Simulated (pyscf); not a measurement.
HO–SiH(F)–F + HF + H₂O -> F–SiH(F)–F + H₂O + H₂O, a multi-bond step (singlet surface; O–Si, F–H, H–O broken, F–Si, H–O, H–O formed). PySCF, gas phase, ωB97X-D3(BJ)/def2-SVP geometries. Energies in kcal/mol from the separated reactants.

Small-basis levels: PySCF, no dispersion term, spherical d functions. AM1 to PM7: differences of heats of formation from MOPAC. Cost: rough CPU time at the saddle relative to B3LYP/6-31G*, from one job on a shared machine.

| level | barrier | reaction energy | cost |
|---|---|---|---|
| HF/3-21G | -27.2 | -6.7 | 0.08 |
| HF/6-31G* | 8.3 | -13.2 | 0.1 |
| MP2/6-31G* | -8.8 | -13.3 | 0.2 |
| BP86/6-31G* | -16.5 | -14.2 | 2 |
| B3LYP/6-31G* | -13.4 | -14.7 | 1 |
| B3LYP/6-311+G** | 5.0 | -6.2 | 2 |
| PBE/def2-SVP | -22.3 | -8.8 | 2 |
| B3LYP/def2-SVP | -14.9 | -8.8 | 1 |
| PM3 | 41.5 | -7.4 | under 0.02 |
| ωB97M-D3(BJ)/def2-TZVP | -0.1 | -8.3 | – |

Against the last row the barrier runs from -27.1 (HF/3-21G) to +41.6 kcal/mol (PM3). ωB97M-D3(BJ)/def2-TZVP has limits of its own. On the reactant side the descent ends in a bound adduct, 20.7 kcal/mol under the separated species and 21.4 kcal/mol under the saddle at ωB97X-D3(BJ)/def2-TZVP. On the product side the descent ends in an adduct with a O–Si contact (not fully relaxed), 6.4 kcal/mol under the separated species and 15.1 kcal/mol under the saddle at ωB97X-D3(BJ)/def2-TZVP. What is counted as broken (O–Si) persists as a longer contact in the product adduct; parting that adduct is a step of its own. One saddle was located; it need not be the lowest between these sides.
